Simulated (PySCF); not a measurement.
## Static response to an electric field

C5H6.
Cartesian coordinates in Å at the PBE0-D3(BJ)/def2-SVP level; atoms count from 1:
```xyz
11
C5H6 angstrom
C     -1.819    0.248   -0.542
C     -0.706   -0.348    0.263
C      0.584   -0.059    0.092
C      1.659    0.642   -0.569
C      1.983   -0.189    0.405
H     -1.434    0.957   -1.291
H     -2.397   -0.521   -1.083
H     -2.540    0.795    0.090
H     -0.965   -1.070    1.044
H      1.994    1.349   -1.325
H      2.768   -0.641    1.008
```

Level: PBE0/def2-SVPD (PySCF), static field, nuclei fixed, core orbitals frozen in the response. The polarisability tensor in these axes (au):

```
x   82.87  3.42  1.24
y    3.42 47.53 -7.62
z    1.24 -7.62 49.13
```

Question: Give the principal values, the mean and the anisotropy Δα = √{½[(α1 − α2)² + (α2 − α3)² + (α1 − α3)²]}.

Answer: Principal values 40.41, 55.92 and 83.21 au; mean 59.85 au = 8.87 Å³ = 9.87 × 10⁻⁴⁰ C²·m²/J; Δα = 37.53 au (63 % of the mean).

Question: What is the dipole moment, and where does it point?

Answer: (1.78, 0.39, -0.23) D, 1.84 D in size, pointing from the negative to the positive side. Measured along this direction, the outermost atoms are H8 and H7 at the negative end and H11 and H10 at the positive end.

Question: Refractivity n − 1 of an ideal gas of it at 500 K and 1 atm, from the electronic α?

Answer: N = p/kT = 1.4678 × 10¹⁹ cm⁻³, so n − 1 = 2π × N × 8.87 × 10⁻²⁴ cm³ = 818 × 10⁻⁶ at long wavelengths, for an ideal gas.

Question: Find the Langevin capture rate constant for NO+ (29.998 u) meeting this molecule (66.047 u), k = 2.342 × 10⁻⁹ cm³/s × √(α in Å³ / reduced mass in u).

Answer: The reduced mass is 20.63 u, so k = 1.54 × 10⁻⁹ cm³/s. The formula leaves out the permanent dipole, which adds to the capture rate.

Question: What molar refraction does this α imply?

Answer: Lorentz–Lorenz: R = (4π/3)N_A α = 2.5225 cm³/(mol·Å³) × 8.87 Å³ = 22.4 cm³/mol, in the limit of long wavelengths.

Question: In TDDFT the mean static polarisability is Σ f/ω² over all singlet excitations (ω in hartree). How much of it do the 10 lowest give? Their energies (eV) and oscillator strengths: 3.94, 0.0102; 5.57, 0.0005; 5.94, 0.0001; 6.10, 0.0083; 6.23, 0.0001; 6.81, 0.0021; 6.83, 0.0049; 7.02, 0.6021; 7.62, 0.0002; 7.83, 0.0116.

Answer: They add up to 9.96 au, 16.6 % of the 59.85 au; the largest single term is 9.04 au, from the state at 7.02 eV. Terms in order: 0.49, 0.01, 0.00, 0.17, 0.00, 0.03, 0.08, 9.04, 0.00, 0.14 au. Higher excitations give the rest. The strengths listed sum to 0.640.

Isolated species at its PBE0-D3(BJ)/def2-SVP geometry, gas phase.

These values come from a run that also computed excited states and ΔSCF ions. Hardware: Arm Neoverse V1, one thread, no GPU, on a shared host. Cost: 20 s of wall time.
